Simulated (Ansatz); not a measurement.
This Ansatz (a first-principles code) input (PBE0/cc-pVTZ) gives -92.63034 Eh with 60 basis functions. A basis named .json is the Basis Set Exchange file of that set (core-valence sets with the plain set on hydrogen).

Ansatz 0.2 input:
```yaml
crystal:
  periodic: [false, false, false]
  atoms:
    - {symbol: C, position_ang: [-0.00000000, -0.00000000, -0.62581248]}
    - {symbol: N, position_ang: [0.00000000, 0.00000000, 0.53641070]}
basis:
  gaussian:
    orbitals: cc-pVTZ
hamiltonian:
  xc: {name: PBE0}
magnetization: {spin_polarized: true, initial_magnetization: 1}
```

Change:
```diff
- orbitals: cc-pVTZ
+ orbitals: 6-311+G__.json
```

**Question.** What does the run give now?

**Answer.** -92.62330 Eh (PBE0/6-311+G**, 44 functions), a change of +7.04 mEh.
